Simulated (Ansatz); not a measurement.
CHNSi⁺, quartet in cc-pVDZ: errors against RCCSDT(Q)

Geometry: that of the CHNSi, triplet, kept fixed. The doublet lies 3.1 eV lower here.

```xyz
4

C     0.0000   -0.7848    0.7802
N     0.0000    0.4093    1.1140
Si    0.0000    0.0986   -0.9607
H     0.0000    0.9166    1.9911
```

Basis cc-pVDZ; Ansatz 0.2.0. Correlated methods freeze the noble-gas cores, which leaves 13 electrons in 44 orbitals. R marks a restricted (for open shells ROHF) determinant, U an unrestricted one.

Full CI isn't at hand for all of this; RCCSDT(Q) serves as the reference, and is uncertain by about the last step of the cluster series. The frozen core follows each run's orbitals, which can shift R against U totals by a few meV.

For open shells CISD is restricted-active-space CI with the open shells as a complete middle space.

```
UHF ⟨S²⟩                          : 3.773
T1 diagnostic (RCCSD)             : 0.0394
largest doubles amplitude (RCCSD) : 0.078
T1 diagnostic (UCCSD)             : 0.0377
```

```json
{"level": "UHF", "E − E(RHF) (eV)": "-0.1785"}
{"level": "RMP2", "E − E(RHF) (eV)": "-8.7245"}
{"level": "UMP2", "E − E(RHF) (eV)": "-8.6621"}
{"level": "RCCSD", "E − E(RHF) (eV)": "-9.2952"}
{"level": "UCCSD", "E − E(RHF) (eV)": "-9.3002"}
{"level": "RCCSD(T)", "E − E(RHF) (eV)": "-9.7685"}
{"level": "UCCSD(T)", "E − E(RHF) (eV)": "-9.7653"}
```

(1) Estimate how far RCCSDT(Q) in cc-pVDZ lies from RCCSD(T). The table doesn't fix it; the size of (T) and the diagnostics are the guide.

(1) RCCSDT(Q) in cc-pVDZ lies 7.8 kJ/mol below RCCSD(T), which is 17 % of the (T) step (-45.7 kJ/mol). T1 is raised, but (T) still catches most of what CCSD lacks. The miss exceeds 1 kcal/mol.

The other levels:

```
    level  E − E(RCCSDT(Q)) (kJ/mol)  share of correlation (%)  wall time
     CISD                      137.6                     85.52       60 s
  BCCD(T)                        8.2                     99.14       38 s
   RCCSDT                        4.7                     99.51          –
   UCCSDT                        4.6                     99.52          –
UCCSDT(Q)                       -0.6                    100.06    2.6 min
```

The correlation energy at RCCSDT(Q), counted from RHF, is -9.849 eV. That run took 3 min on 1 thread of Intel Xeon, shared host.

Times hold each run's SCF and search for its determinant on a shared host, so for small cases they say little of a method's own cost; they ran on 1 thread of Intel Xeon.
